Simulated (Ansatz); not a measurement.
Born–Oppenheimer molecular dynamics of C2H4NO (8 atoms, charge -1, multiplicity 1). It starts at the highest image of a converged band. Of that band: Neighbouring images differ by up to 1.4 eV, so the band resolves the path poorly. A vibrational analysis at the climbing image gives one clearly imaginary mode, 1341i cm⁻¹: a first-order saddle point.

Theory: Ansatz, UKS PBE0-D4/def2-SVP.

```
ensemble                      : NVE (velocity Verlet)
time step                     : 0.5 fs
steps asked                   : 200
starting velocities drawn for : 100 K
seed                          : 11813
```

First frame:

```xyz
8
Properties=species:S:1:pos:R:3
C 0.198 1.312 -0.389
O 0.322 -0.167 -0.803
C -0.326 -1.450 0.628
N -0.713 -1.057 1.665
H -0.134 0.589 -1.453
H 1.202 1.662 -0.057
H -0.467 1.334 0.502
H -0.082 -2.222 -0.093
```

**Question.** How far do the bonds stretch over the last three quarters of this one trajectory? (Pairs bonded in most of those frames.)

**Answer.** 
| bond | mean (Å) | spread (Å) | shortest | longest |
| --- | --- | --- | --- | --- |
| C1–O2 | 1.404 | 0.114 | 1.22 | 1.56 |
| C1–H6 | 1.131 | 0.039 | 1.05 | 1.20 |
| C1–H7 | 1.129 | 0.041 | 1.06 | 1.23 |
| O2–C3 | 1.600 | 0.086 | 1.47 | 1.73 |
| C3–N4 | 1.207 | 0.018 | 1.17 | 1.24 |
| C3–H8 | 1.120 | 0.018 | 1.08 | 1.16 |

Mean temperature of the second half: 2030 K. The conserved energy stayed within 2.9 meV per atom of its start (net change -0.91 meV per atom), so there is no drift, though single steps change it by up to 23 meV in the whole system, a sign of fast motions only just resolved. The system heated up, since it started high on the potential surface and ran downhill. A run of 0.1 ps of so small a system gives no equilibrium averages. The orbitals stay closed-shell, which can raise the energy where a bond breaks towards radicals; this wasn't checked here. Limits of this set-up: an anion without diffuse functions, the dipole of an ion depends on the origin.

Time of the run: 6.4 min on 2 threads of Arm Neoverse V1, with other jobs on the host, peak memory 0.18 GiB.
